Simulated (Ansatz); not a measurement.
# Lattice parameter a of some III–V compounds, all zinc-blende

Method: BLYP in Ansatz (plane waves, PAW). References are measured values corrected to a static lattice.

Values in Å.

```csv
solid,reference,BLYP,error (%)
cubic BN,3.593,3.647,+1.50
zinc-blende InSb,6.468,6.785,+4.90
zinc-blende InP,5.858,6.073,+3.67
zinc-blende GaP,5.439,5.598,+2.92
zinc-blende AlAs,5.649,5.796,+2.60
zinc-blende GaAs,5.64,5.859,+3.88
zinc-blende InAs,6.047,6.315,+4.43
zinc-blende BP,4.525,4.595,+1.55
```

Over these 8 solids the mean error is +3.18 %, the mean absolute error 3.18 % (median 3.30 %), and the worst case zinc-blende InSb at +4.90 %; the value is above the reference in 8 of 8 cases.

All these references are brought to a static lattice.

Spin–orbit coupling is left out, also for the solids with elements from indium on (zinc-blende InSb, zinc-blende InP, zinc-blende InAs); its size isn't shown.

Differences are worked out from the printed values.

Caveats: the cell is over a tenth larger than the published one: the level's own overestimate first of all, though another phase or state, or a fault of the published cell, is possible (zinc-blende InSb, zinc-blende InP, zinc-blende GaAs, zinc-blende InAs); the gap of the solid is closed in this run (zinc-blende InSb, zinc-blende InP, zinc-blende GaAs, zinc-blende InAs). Ansatz's density-functional and Hartree–Fock values are scalar-relativistic unless marked +SOC, with PAW data made under PBE.

Not in this set, of the III–V compounds with a reference value in our tables and a result at some level: 4 for a reference at room or unstated temperature; 2 for no value at BLYP (not run, a failed fit, an unstable or unbound cell, or a value held back for tests); 1 for a high-temperature or high-pressure phase. These can be a level's best or worst cases. At least 3 more with a reference value are held back for tests. Solids without a released value at any level aren't counted. Layered and molecular crystals are counted apart.

References as tabulated in Mejia-Rodriguez and Trickey (2018), arXiv:1807.09216; Goldzak et al. (2022), arXiv:2208.04865.

Ansatz is an electronic-structure program.
